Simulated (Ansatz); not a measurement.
# BH− (doublet): PBE0, B3LYP over a scan of the distance B1–H2, aug-cc-pVDZ

Aim: run BH− (doublet) with these functionals over a scan of the distance B1–H2, and hold them against the top wave-function level at the same points.

The runs use Ansatz 0.2.0, Gaussian basis; aug-cc-pVDZ, all electrons in the functionals.

The runs, in order: PBE0, B3LYP, at 1.005 Å; 1.141 Å; 1.263 Å; 1.381 Å; 1.531 Å; 1.720 Å; 2.024 Å; 2.354 Å; 2.846 Å; 3.444 Å; 4.267 Å.

17 further runs of the same task are left out: 14 that didn't finish, 3 set aside as unsound or not needed.

## (1) What is computed

The geometry derives from a PBE0/def2-TZVPD stationary point (not a proven minimum). One bond is set to the value named and the two fragments are kept rigid.

2 atoms, charge -1, spin multiplicity 2.

Atoms are counted from 1 here; the program's logs count them from 0.

Bond lengths: B1–H2 1.263 Å.

Geometry (Å):

```xyz
2

B     0.0000    0.0000    0.0000
H     0.0000    0.0000    1.2628
```

No dispersion term is added. B3LYP takes the VWN-RPA correlation.

The geometry shown and the zero of energy belong to the point 1.263 Å. The yardstick, FCI, and other wave-function levels (R restricted, U unrestricted, valence and pair active spaces) come from earlier runs.

## (2) PBE0, 1.005 Å

Input file in.yaml:

```yaml
crystal:
  periodic: [false, false, false]
  atoms:
    - {symbol: B, position_ang: [0.000000, 0.000000, 0.000000]}
    - {symbol: H, position_ang: [0.000000, 0.000000, 1.005000]}
basis:
  gaussian: {orbitals: aug-cc-pVDZ}
total_charge: -1
magnetization: {spin_polarized: true, initial_magnetization: 1}
hamiltonian: {xc: {name: PBE0}}
output: {orbitals: {seedname: orbitals}}
```

The run is started by

```
> ansatz run in.yaml --threads 1 --pin off --events-out ev --progress --plain --max-ram 2393MiB
```

Log:

```text
Functional definition: PBE0
  name "PBE0"
  cite "Adamo & Barone, J. Chem. Phys. 110, 6158 (1999) doi:10.1063/1.478522"
  cite "Perdew, Burke & Ernzerhof, Phys. Rev. Lett. 77, 3865 (1996) doi:10.1103/PhysRevLett.77.3865"
  parent pbe
  parameter a = 0.25
  parameter kappa = 0.804
  parameter beta = 0.06672455060314922
  exchange = (1 - a)*pbe_x(kappa = kappa, mu = beta*pi^2/3) + a*exact_x
  correlation = pbe_c(beta = beta)
259 factors; their error is unknown
mean field evaluation 1: about -686.0170 eV, gradient 4.8e0 eV
mean field evaluation 2: about -686.1097 eV, gradient 4.9e0 eV
mean field evaluation 4: about -686.3569 eV, gradient 2.0e-1 eV
mean field evaluation 8: about -686.3503 eV, gradient 4.7e-3 eV
mean field evaluation 16: about -686.3602 eV, gradient 2.9e-1 eV
mean field evaluation 32: about -686.3503 eV, gradient 1.4e-3 eV
mean field -686.36151924 eV, -25.2233205993 hartree, gradient 3.7e-6 eV, S^2 0.921690; 7 other end points of the search recorded, 0 dependent functions left out
reference -686.36154426 eV, -25.2233215190 hartree; 4, 3 occupied and 28, 29 virtual orbitals, 259 factors
Total energy: -686.36154426 eV, -25.2233215190 hartree
```

Wall time 1.9 s (1 thread of Arm Neoverse N1, shared host).

From the report: ⟨S²⟩ of the determinant 0.922 (pure doublet: 0.75).

## (3) PBE0, 1.141 Å

Input file in.yaml:

```yaml
crystal:
  periodic: [false, false, false]
  atoms:
    - {symbol: B, position_ang: [0.000000, 0.000000, 0.000000]}
    - {symbol: H, position_ang: [0.000000, 0.000000, 1.141000]}
basis:
  gaussian: {orbitals: aug-cc-pVDZ}
total_charge: -1
magnetization: {spin_polarized: true, initial_magnetization: 1}
hamiltonian: {xc: {name: PBE0}}
output: {forces: true, orbitals: {seedname: orbitals}}
```

Launched as before.

Log (excerpt; [...] marks lines left out):

```text
Functional definition: PBE0
  name "PBE0"
  cite "Adamo & Barone, J. Chem. Phys. 110, 6158 (1999) doi:10.1063/1.478522"
  cite "Perdew, Burke & Ernzerhof, Phys. Rev. Lett. 77, 3865 (1996) doi:10.1103/PhysRevLett.77.3865"
  parent pbe
[...]
259 factors; their error is unknown
[...]
mean field -687.11430971 eV, -25.2509851390 hartree, gradient 1.5e-5 eV, S^2 0.850910; 7 other end points of the search recorded, 0 dependent functions left out
[...]
reference -687.11433504 eV, -25.2509860700 hartree; 4, 3 occupied and 28, 29 virtual orbitals, 259 factors
Total energy: -687.11433504 eV, -25.2509860700 hartree
Atom 0 at     0.000000     0.000000     0.000000 Å, force     0.000000     0.000003    -2.882690 eV/Å
Atom 1 at     0.000000     0.000000     1.141000 Å, force    -0.000000    -0.000003     2.882690 eV/Å
Dipole moment:     0.000000    -0.008250     0.573325 e Å
```

Wall time 2 s (1 thread of Arm Neoverse N1, shared host).

From the report: ⟨S²⟩ of the determinant 0.851 (pure doublet: 0.75).

## (4) PBE0, 1.263 Å

in.yaml, as its differences from that of step 3:

```diff
@@ -4,3 +4,3 @@
     - {symbol: B, position_ang: [0.000000, 0.000000, 0.000000]}
-    - {symbol: H, position_ang: [0.000000, 0.000000, 1.141000]}
+    - {symbol: H, position_ang: [0.000000, 0.000000, 1.262771]}
 basis:
```

Same command.

Log (excerpt; [...] marks lines left out):

```text
Functional definition: PBE0
  name "PBE0"
  cite "Adamo & Barone, J. Chem. Phys. 110, 6158 (1999) doi:10.1063/1.478522"
  cite "Perdew, Burke & Ernzerhof, Phys. Rev. Lett. 77, 3865 (1996) doi:10.1103/PhysRevLett.77.3865"
  parent pbe
[...]
259 factors; their error is unknown
[...]
mean field -687.28090282 eV, -25.2571073231 hartree, gradient 3.4e-6 eV, S^2 0.771029; 7 other end points of the search recorded, 0 dependent functions left out
[...]
reference -687.28092861 eV, -25.2571082705 hartree; 4, 3 occupied and 28, 29 virtual orbitals, 259 factors
Total energy: -687.28092861 eV, -25.2571082705 hartree
Atom 0 at     0.000000     0.000000     0.000000 Å, force     0.000000    -0.000000    -0.151352 eV/Å
Atom 1 at     0.000000     0.000000     1.262771 Å, force    -0.000000     0.000000     0.151352 eV/Å
Dipole moment:    -0.000000     0.003023     0.487934 e Å
```

Run time: 2.6 s. Hardware: 1 thread of Arm Neoverse N1, shared host.

From the report: ⟨S²⟩ of the determinant 0.771 (pure doublet: 0.75).

## (5) PBE0, 1.381 Å

in.yaml, as its differences from that of step 4:

```diff
@@ -4,3 +4,3 @@
     - {symbol: B, position_ang: [0.000000, 0.000000, 0.000000]}
-    - {symbol: H, position_ang: [0.000000, 0.000000, 1.262771]}
+    - {symbol: H, position_ang: [0.000000, 0.000000, 1.381000]}
 basis:
```

Same command.

Log (excerpt; [...] marks lines left out):

```text
Functional definition: PBE0
  name "PBE0"
  cite "Adamo & Barone, J. Chem. Phys. 110, 6158 (1999) doi:10.1063/1.478522"
  cite "Perdew, Burke & Ernzerhof, Phys. Rev. Lett. 77, 3865 (1996) doi:10.1103/PhysRevLett.77.3865"
  parent pbe
[...]
259 factors; their error is unknown
[...]
mean field -687.20860623 eV, -25.2544504721 hartree, gradient 5.0e-6 eV, S^2 0.754307; 2 other end points of the search recorded, 0 dependent functions left out
[...]
reference -687.20863252 eV, -25.2544514384 hartree; 4, 3 occupied and 28, 29 virtual orbitals, 259 factors
Total energy: -687.20863252 eV, -25.2544514384 hartree
Atom 0 at     0.000000     0.000000     0.000000 Å, force     0.000000    -0.000000     1.222260 eV/Å
Atom 1 at     0.000000     0.000000     1.381000 Å, force    -0.000000     0.000000    -1.222260 eV/Å
Dipole moment:    -0.000000     0.000000     0.374393 e Å
```

It took 1.2 s on 1 thread of Arm Neoverse N1, shared host.

From the report: ⟨S²⟩ of the determinant 0.754 (pure doublet: 0.75).

From 1.263 Å: +7.0 kJ/mol.

## (6) PBE0, 1.531 Å

in.yaml, as its differences from that of step 5:

```diff
@@ -4,3 +4,3 @@
     - {symbol: B, position_ang: [0.000000, 0.000000, 0.000000]}
-    - {symbol: H, position_ang: [0.000000, 0.000000, 1.381000]}
+    - {symbol: H, position_ang: [0.000000, 0.000000, 1.531000]}
 basis:
```

Launched as before.

Log (excerpt; [...] marks lines left out):

```text
Functional definition: PBE0
  name "PBE0"
  cite "Adamo & Barone, J. Chem. Phys. 110, 6158 (1999) doi:10.1063/1.478522"
  cite "Perdew, Burke & Ernzerhof, Phys. Rev. Lett. 77, 3865 (1996) doi:10.1103/PhysRevLett.77.3865"
  parent pbe
[...]
259 factors; their error is unknown
[...]
mean field -686.95949974 eV, -25.2452959774 hartree, gradient 1.6e-5 eV, S^2 0.754422; 2 other end points of the search recorded, 0 dependent functions left out
[...]
reference -686.95952657 eV, -25.2452969637 hartree; 4, 3 occupied and 28, 29 virtual orbitals, 259 factors
Total energy: -686.95952657 eV, -25.2452969637 hartree
Atom 0 at     0.000000     0.000000     0.000000 Å, force    -0.000000    -0.000000     1.963234 eV/Å
Atom 1 at     0.000000     0.000000     1.531000 Å, force     0.000000    -0.000000    -1.963234 eV/Å
Dipole moment:    -0.000000     0.000000     0.211512 e Å
```

It took 1.3 s on 1 thread of Arm Neoverse N1, shared host.

From the report: ⟨S²⟩ of the determinant 0.754 (pure doublet: 0.75).

From 1.263 Å: +31.0 kJ/mol.

## (7) PBE0, 1.720 Å

in.yaml, as its differences from that of step 6:

```diff
@@ -4,3 +4,3 @@
     - {symbol: B, position_ang: [0.000000, 0.000000, 0.000000]}
-    - {symbol: H, position_ang: [0.000000, 0.000000, 1.531000]}
+    - {symbol: H, position_ang: [0.000000, 0.000000, 1.720000]}
 basis:
```

Launched as before.

Log (excerpt; [...] marks lines left out):

```text
Functional definition: PBE0
  name "PBE0"
  cite "Adamo & Barone, J. Chem. Phys. 110, 6158 (1999) doi:10.1063/1.478522"
  cite "Perdew, Burke & Ernzerhof, Phys. Rev. Lett. 77, 3865 (1996) doi:10.1103/PhysRevLett.77.3865"
  parent pbe
[...]
259 factors; their error is unknown
[...]
mean field -686.56534358 eV, -25.2308110058 hartree, gradient 2.7e-5 eV, S^2 0.754671; 1 other end points of the search recorded, 0 dependent functions left out
[...]
reference -686.56537096 eV, -25.2308120122 hartree; 4, 3 occupied and 28, 29 virtual orbitals, 259 factors
Total energy: -686.56537096 eV, -25.2308120122 hartree
Atom 0 at     0.000000     0.000000     0.000000 Å, force     0.000000    -0.000000     2.115883 eV/Å
Atom 1 at     0.000000     0.000000     1.720000 Å, force    -0.000000     0.000000    -2.115883 eV/Å
Dipole moment:    -0.000000    -0.000000    -0.008113 e Å
```

Wall time 1.1 s (1 thread of Arm Neoverse N1, shared host).

From the report: ⟨S²⟩ of the determinant 0.755 (pure doublet: 0.75).

From 1.263 Å: +69.0 kJ/mol.

## (8) PBE0, 2.024 Å

in.yaml, as its differences from that of step 7:

```diff
@@ -4,3 +4,3 @@
     - {symbol: B, position_ang: [0.000000, 0.000000, 0.000000]}
-    - {symbol: H, position_ang: [0.000000, 0.000000, 1.720000]}
+    - {symbol: H, position_ang: [0.000000, 0.000000, 2.024000]}
 basis:
```

Same command.

Log (excerpt; [...] marks lines left out):

```text
Functional definition: PBE0
  name "PBE0"
  cite "Adamo & Barone, J. Chem. Phys. 110, 6158 (1999) doi:10.1063/1.478522"
  cite "Perdew, Burke & Ernzerhof, Phys. Rev. Lett. 77, 3865 (1996) doi:10.1103/PhysRevLett.77.3865"
  parent pbe
[...]
259 factors; their error is unknown
[...]
mean field -685.96881030 eV, -25.2088888122 hartree, gradient 2.4e-5 eV, S^2 0.755728; 3 other end points of the search recorded, 0 dependent functions left out
[...]
reference -685.96883838 eV, -25.2088898442 hartree; 4, 3 occupied and 28, 29 virtual orbitals, 259 factors
Total energy: -685.96883838 eV, -25.2088898442 hartree
Atom 0 at     0.000000     0.000000     0.000000 Å, force     0.000000     0.000000     1.755604 eV/Å
Atom 1 at     0.000000     0.000000     2.024000 Å, force    -0.000000    -0.000000    -1.755604 eV/Å
Dipole moment:    -0.000000     0.000000    -0.373302 e Å
```

Run time: 0.84 s. Hardware: 1 thread of Arm Neoverse N1, shared host.

From the report: ⟨S²⟩ of the determinant 0.756 (pure doublet: 0.75).

From 1.263 Å: +126.6 kJ/mol.

## (9) PBE0, 2.354 Å

Input file in.yaml:

```yaml
crystal:
  periodic: [false, false, false]
  atoms:
    - {symbol: B, position_ang: [0.000000, 0.000000, 0.000000]}
    - {symbol: H, position_ang: [0.000000, 0.000000, 2.354000]}
basis:
  gaussian: {orbitals: aug-cc-pVDZ}
total_charge: -1
magnetization: {spin_polarized: true, initial_magnetization: 1}
hamiltonian: {xc: {name: PBE0}}
output: {orbitals: {seedname: orbitals}}
```

The command is unchanged.

Log:

```text
Functional definition: PBE0
  name "PBE0"
  cite "Adamo & Barone, J. Chem. Phys. 110, 6158 (1999) doi:10.1063/1.478522"
  cite "Perdew, Burke & Ernzerhof, Phys. Rev. Lett. 77, 3865 (1996) doi:10.1103/PhysRevLett.77.3865"
  parent pbe
  parameter a = 0.25
  parameter kappa = 0.804
  parameter beta = 0.06672455060314922
  exchange = (1 - a)*pbe_x(kappa = kappa, mu = beta*pi^2/3) + a*exact_x
  correlation = pbe_c(beta = beta)
259 factors; their error is unknown
mean field evaluation 1: about -682.8024 eV, gradient 1.1e1 eV
mean field evaluation 2: about -674.3577 eV, gradient 2.9e1 eV
mean field evaluation 4: about -685.4474 eV, gradient 1.4e0 eV
mean field evaluation 8: about -685.4714 eV, gradient 5.5e-2 eV
mean field evaluation 16: about -685.4719 eV, gradient 3.9e-4 eV
mean field evaluation 32: about -684.7492 eV, gradient 3.3e0 eV
mean field -685.47193289 eV, -25.1906289040 hartree, gradient 7.1e-6 eV, S^2 0.761285; 4 other end points of the search recorded, 0 dependent functions left out
reference -685.47196071 eV, -25.1906299266 hartree; 4, 3 occupied and 28, 29 virtual orbitals, 259 factors
Total energy: -685.47196071 eV, -25.1906299266 hartree
```

Run time: 0.72 s. Hardware: 1 thread of Arm Neoverse N1, shared host.

From the report: ⟨S²⟩ of the determinant 0.761 (pure doublet: 0.75).

From 1.263 Å: +174.5 kJ/mol.

## (10) PBE0, 2.846 Å

in.yaml, as its differences from that of step 9:

```diff
@@ -4,3 +4,3 @@
     - {symbol: B, position_ang: [0.000000, 0.000000, 0.000000]}
-    - {symbol: H, position_ang: [0.000000, 0.000000, 2.354000]}
+    - {symbol: H, position_ang: [0.000000, 0.000000, 2.846000]}
 basis:
```

Launched as before.

Log:

```text
Functional definition: PBE0
  name "PBE0"
  cite "Adamo & Barone, J. Chem. Phys. 110, 6158 (1999) doi:10.1063/1.478522"
  cite "Perdew, Burke & Ernzerhof, Phys. Rev. Lett. 77, 3865 (1996) doi:10.1103/PhysRevLett.77.3865"
  parent pbe
  parameter a = 0.25
  parameter kappa = 0.804
  parameter beta = 0.06672455060314922
  exchange = (1 - a)*pbe_x(kappa = kappa, mu = beta*pi^2/3) + a*exact_x
  correlation = pbe_c(beta = beta)
259 factors; their error is unknown
mean field evaluation 1: about -681.6494 eV, gradient 1.2e1 eV
mean field evaluation 2: about -660.6378 eV, gradient 3.0e1 eV
mean field evaluation 4: about -684.9695 eV, gradient 9.0e-1 eV
mean field evaluation 8: about -684.9929 eV, gradient 1.2e-1 eV
mean field evaluation 16: about -684.9957 eV, gradient 2.3e-2 eV
mean field evaluation 32: about -684.4642 eV, gradient 3.0e0 eV
mean field -684.99571147 eV, -25.1731280897 hartree, gradient 2.5e-5 eV, S^2 0.843545; 4 other end points of the search recorded, 0 dependent functions left out
reference -684.99574175 eV, -25.1731292026 hartree; 4, 3 occupied and 28, 29 virtual orbitals, 259 factors
Total energy: -684.99574175 eV, -25.1731292026 hartree
```

Wall time 0.81 s (1 thread of Arm Neoverse N1, shared host).

From the report: ⟨S²⟩ of the determinant 0.844 (pure doublet: 0.75).

From 1.263 Å: +220.5 kJ/mol.

Orbitals, density, ELF and potential are computed afterwards from the orbital file.

Frontier orbitals at PBE0/aug-cc-pVDZ (alpha spin), with the share of their density that lies nearest to each atom:

| orbital | energy (eV) | lies on |
| --- | --- | --- |
| HOMO | 0.14 | B1 98 % |
| LUMO | 2.58 | B1 96 % |

ELF in a plane through or near 2 of the atoms.

Ten even steps from ' ' (0.00) to '@' (1.00):
```
                                                        
                                ..::::::::..            
                              ..--++******==--..        
          ..........        ..--**%%@@@@@@%%**==..      
        ....::::::....      ..==##@@@@@@@@@@%%++::      
      ..::--======----::....::**@@@@@@@@@@@@@@%%++::    
    ..::==++******++++==--::--##@@@@@@@@@@@@@@@@##==    
    ..--++##%%##++==++**++--==%%@@@@@@@@@@@@@@@@@@++..  
    ::==**%%%%**......++**++++@@@@@@@@@@@@@@@@@@@@##::  
  ..::++##%%%%++--%%::++##++++@@@@@@@@@@@@@@@@@@@@##::  
  ..::++##%%%%==--@@--==##++++@@@@@@@@@@@@@@@@@@@@##::  
    ::==**%%%%**..  ..++**++++@@@@@@@@@@@@@@@@@@@@##::  
    ..--++##%%##++--==++++--==%%@@@@@@@@@@@@@@@@@@++..  
    ..::==++******++++==--::--##@@@@@@@@@@@@@@@@##==    
      ..::--======----::....::**@@@@@@@@@@@@@@%%++::    
        ....::::::....      ..==##@@@@@@@@@@%%++::      
          ..........        ..--**%%@@@@@@%%**==..      
                              ..--++******==::..        
                                ..::::::::..            
                                                        
```
The map spans 8.0 Å across and 5.2 Å up, centred on the molecule. Atoms in the plane (x, y in Å): B1 (-1.4, 0.0), H2 (1.4, 0.0).

On the surface of density 0.002 e/bohr³ the electrostatic potential runs, from the 1st to the 99th percentile, from -6.44 to -3.76 V.

The spin density lies nearest to B1 82 %; H2 18 % (beta excess).

## (11) PBE0, 3.444 Å

Input file in.yaml:

```yaml
crystal:
  periodic: [false, false, false]
  atoms:
    - {symbol: B, position_ang: [0.000000, 0.000000, 0.000000]}
    - {symbol: H, position_ang: [0.000000, 0.000000, 3.444000]}
basis:
  gaussian: {orbitals: aug-cc-pVDZ}
total_charge: -1
magnetization: {spin_polarized: true, initial_magnetization: 1}
hamiltonian: {xc: {name: PBE0}}
output: {forces: true, orbitals: {seedname: orbitals}}
```

The command is unchanged.

Log (excerpt; [...] marks lines left out):

```text
Functional definition: PBE0
  name "PBE0"
  cite "Adamo & Barone, J. Chem. Phys. 110, 6158 (1999) doi:10.1063/1.478522"
  cite "Perdew, Burke & Ernzerhof, Phys. Rev. Lett. 77, 3865 (1996) doi:10.1103/PhysRevLett.77.3865"
  parent pbe
[...]
259 factors; their error is unknown
[...]
mean field -684.70965050 eV, -25.1626155431 hartree, gradient 2.6e-5 eV, S^2 1.022909; 8 other end points of the search recorded, 0 dependent functions left out
[...]
reference -684.70968313 eV, -25.1626167422 hartree; 4, 3 occupied and 28, 29 virtual orbitals, 259 factors
Total energy: -684.70968313 eV, -25.1626167422 hartree
Atom 0 at     0.000000     0.000000     0.000000 Å, force     0.000000     0.000000     0.310273 eV/Å
Atom 1 at     0.000000     0.000000     3.444000 Å, force    -0.000000    -0.000000    -0.310273 eV/Å
Dipole moment:    -0.000000     0.000000    -1.435658 e Å
```

It took 3 s on 1 thread of Arm Neoverse N1, shared host.

From the report: ⟨S²⟩ of the determinant 1.023 (pure doublet: 0.75).

From 1.263 Å: +248.1 kJ/mol.

## (12) PBE0, 4.267 Å

Input file in.yaml:

```yaml
crystal:
  periodic: [false, false, false]
  atoms:
    - {symbol: B, position_ang: [0.000000, 0.000000, 0.000000]}
    - {symbol: H, position_ang: [0.000000, 0.000000, 4.267000]}
basis:
  gaussian: {orbitals: aug-cc-pVDZ}
total_charge: -1
magnetization: {spin_polarized: true, initial_magnetization: 1}
hamiltonian: {xc: {name: PBE0}}
output: {orbitals: {seedname: orbitals}}
```

The command is unchanged.

Log (excerpt; [...] marks lines left out):

```text
Functional definition: PBE0
  name "PBE0"
  cite "Adamo & Barone, J. Chem. Phys. 110, 6158 (1999) doi:10.1063/1.478522"
  cite "Perdew, Burke & Ernzerhof, Phys. Rev. Lett. 77, 3865 (1996) doi:10.1103/PhysRevLett.77.3865"
  parent pbe
[...]
259 factors; their error is unknown
[...]
mean field -684.55633001 eV, -25.1569811189 hartree, gradient 6.8e-6 eV, S^2 1.138590; 13 other end points of the search recorded, 0 dependent functions left out
reference -684.55636494 eV, -25.1569824026 hartree; 4, 3 occupied and 28, 29 virtual orbitals, 259 factors
Total energy: -684.55636494 eV, -25.1569824026 hartree
```

Wall time 5.5 s (1 thread of Arm Neoverse N1, shared host).

From the report: ⟨S²⟩ of the determinant 1.139 (pure doublet: 0.75).

From 1.263 Å: +262.9 kJ/mol.

## (13) B3LYP, 1.005 Å

Input file in.yaml:

```yaml
crystal:
  periodic: [false, false, false]
  atoms:
    - {symbol: B, position_ang: [0.000000, 0.000000, 0.000000]}
    - {symbol: H, position_ang: [0.000000, 0.000000, 1.005000]}
basis:
  gaussian: {orbitals: aug-cc-pVDZ}
total_charge: -1
magnetization: {spin_polarized: true, initial_magnetization: 1}
hamiltonian: {xc: {name: B3LYP}}
```

Same command.

Log (excerpt; [...] marks lines left out):

```text
Functional definition: B3LYP
  name "B3LYP"
  cite "Stephens, Devlin, Chabalowski & Frisch, J. Phys. Chem. 98, 11623 (1994) doi:10.1021/j100096a001"
  cite "Becke, Phys. Rev. A 38, 3098 (1988) doi:10.1103/PhysRevA.38.3098"
  cite "Lee, Yang & Parr, Phys. Rev. B 37, 785 (1988) doi:10.1103/PhysRevB.37.785"
  cite "Vosko, Wilk & Nusair, Can. J. Phys. 58, 1200 (1980) doi:10.1139/p80-159"
[...]
259 factors; their error is unknown
[...]
a density is far from that of the atoms, so the factors are made again for it
317 factors; integrals over basis functions are off by at most 1.1e-3 eV
mean field -687.78224161 eV, -25.2755311837 hartree, gradient 4.7e-6 eV, S^2 0.753576; 0 other end points of the search recorded, 0 dependent functions left out
reference -687.78239422 eV, -25.2755367919 hartree; 4, 3 occupied and 28, 29 virtual orbitals, 317 factors
Total energy: -687.78239422 eV, -25.2755367919 hartree
```

Run time: 2.4 s. Hardware: 1 thread of Arm Neoverse N1, shared host.

From the report: ⟨S²⟩ of the determinant 0.754 (pure doublet: 0.75).

## (14) B3LYP, 1.141 Å

in.yaml, as its differences from that of step 13:

```diff
@@ -4,3 +4,3 @@
     - {symbol: B, position_ang: [0.000000, 0.000000, 0.000000]}
-    - {symbol: H, position_ang: [0.000000, 0.000000, 1.005000]}
+    - {symbol: H, position_ang: [0.000000, 0.000000, 1.141000]}
 basis:
```

Launched as before.

Log (excerpt; [...] marks lines left out):

```text
Functional definition: B3LYP
  name "B3LYP"
  cite "Stephens, Devlin, Chabalowski & Frisch, J. Phys. Chem. 98, 11623 (1994) doi:10.1021/j100096a001"
  cite "Becke, Phys. Rev. A 38, 3098 (1988) doi:10.1103/PhysRevA.38.3098"
  cite "Lee, Yang & Parr, Phys. Rev. B 37, 785 (1988) doi:10.1103/PhysRevB.37.785"
  cite "Vosko, Wilk & Nusair, Can. J. Phys. 58, 1200 (1980) doi:10.1139/p80-159"
[...]
259 factors; their error is unknown
[...]
mean field -688.51382413 eV, -25.3024163453 hartree, gradient 4.6e-6 eV, S^2 0.753468; 4 other end points of the search recorded, 0 dependent functions left out
reference -688.51397631 eV, -25.3024219377 hartree; 4, 3 occupied and 28, 29 virtual orbitals, 259 factors
Total energy: -688.51397631 eV, -25.3024219377 hartree
```

It took 1.4 s on 1 thread of Arm Neoverse N1, shared host.

From the report: ⟨S²⟩ of the determinant 0.753 (pure doublet: 0.75).

[end of part 1 of 2]
